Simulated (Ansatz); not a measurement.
# CH₃+ (triplet): wave-function methods side by side at scale of all distances = 1.107, cc-pVDZ

Aim: climb from Hartree-Fock through coupled cluster and multireference methods for CH₃+ (triplet) at one geometry and basis, and see what each rung misses.

Method: cc-pVDZ, core rule «outside noble gas», up to 1 orbitals frozen; program: Ansatz 0.2.0, Gaussian basis.

To be run: UHF; CCSD(T) on ROHF; CCSD(T) on UHF; BCCD(T) on ROHF; CISD as a restricted active space (open shells left free, so some higher excitations enter); CCSDT(Q) on ROHF; CCSDT(Q) on UHF; CASSCF and MRCISD+Q, 4 electrons in 4 orbitals; CASSCF and NEVPT2, 4 electrons in 4 orbitals; CASSCF and MRCISD+Q, 6 electrons in 7 orbitals; CASSCF and NEVPT2, 6 electrons in 7 orbitals; Full CI.

11 further runs of the same task are left out: 9 that didn't finish, 2 set aside as unsound or not needed. Runs told in other sessions of the task aren't counted.

### 1 The system

The geometry derives from a PBE0/def2-TZVP stationary point (not a proven minimum). All distances are scaled together.

4 atoms, charge 1, spin multiplicity 3.

Atoms are counted from 1 here; the program's logs count them from 0.

Bond lengths: C1–H2 1.296 Å, C1–H3 1.199 Å, C1–H4 1.296 Å. Angles: H2–C1–H3 144.3°, H2–C1–H4 71.5°, H3–C1–H4 144.3°.

### 2 UHF

Contents of in.yaml:

```yaml
crystal:
  periodic: [false, false, false]
  atoms:
    - {symbol: C, position_ang: [0.000000, 0.000000, 0.060646]}
    - {symbol: H, position_ang: [0.000000, 0.756589, -0.991043]}
    - {symbol: H, position_ang: [0.000000, 0.000000, 1.259429]}
    - {symbol: H, position_ang: [0.000000, -0.756589, -0.991043]}
basis:
  gaussian: {orbitals: cc-pVDZ}
total_charge: 1
magnetization: {spin_polarized: true, initial_magnetization: 2}
hamiltonian: {xc: hf}
output: {orbitals: {seedname: orbitals}}
```

Started as:

```bash
$ ansatz run in.yaml --threads 1 --pin off --events-out ev --progress --plain --max-ram 2393MiB
```

The runs that follow: CCSD(T) on ROHF; CCSD(T) on UHF; BCCD(T) on ROHF; CISD as a restricted active space (open shells left free, so some higher excitations enter); CCSDT(Q) on ROHF; CCSDT(Q) on UHF; CASSCF and MRCISD+Q, 4 electrons in 4 orbitals; CASSCF and NEVPT2, 4 electrons in 4 orbitals; CASSCF and MRCISD+Q, 6 electrons in 7 orbitals; CASSCF and NEVPT2, 6 electrons in 7 orbitals; Full CI.

Before running them: what should the planned runs give, taken together? Wanted: FCI from the RHF energy; RMP2 from FCI; UMP2 from FCI; RCCSD from FCI; RCCSD(T) from FCI; UCCSD(T) from FCI; RCCSDT(Q) from FCI; UCCSDT(Q) from FCI; NEVPT2 pair from FCI.

**Answer**, as computed:

| quantity | value |
| --- | --- |
| FCI from the ROHF energy | -3.6907 eV |
| RMP2 from FCI | +742.6 meV |
| UMP2 from FCI | +735.7 meV |
| RCCSD from FCI | +92.7 meV |
| RCCSD(T) from FCI | +20.0 meV |
| UCCSD(T) from FCI | +19.0 meV |
| RCCSDT(Q) from FCI | +0.3 meV |
| UCCSDT(Q) from FCI | -0.7 meV |
| NEVPT2 pair from FCI | +671.1 meV |
| MRCISD+Q pair from FCI | -4.5 meV |
| NEVPT2 valence from FCI | +422.0 meV |
| levels within 1 kcal/mol (43 meV) | RCCSD(T), UCCSD(T), BCCD(T), RCCSDT, UCCSDT, RCCSDT(Q), UCCSDT(Q), MRCISD+Q pair, MRCISD+Q valence |
| T1 diagnostic | 0.022 |
| effectively unpaired electrons | 2.03 |

What this shows: RCCSD(T) misses by +20.0 meV, 0.5 % of the correlation energy. MRCISD+Q pair falls below full CI: the +Q correction isn't variational, and the cores differ from full CI's. One determinant dominates. Of the multireference levels listed MRCISD+Q pair comes nearest in total energy (-4.5 meV), which doesn't show that its space is the better one. These misses are within one basis, not against nature; the frozen cores of restricted and unrestricted runs differ, which can shift their rows.

Levels on UHF freeze UHF's core orbitals, full CI those of ROHF, so the U rows can settle a little off it for that reason alone.

With open shells the CI space here admits some higher excitations, so it is larger than plain CISD.
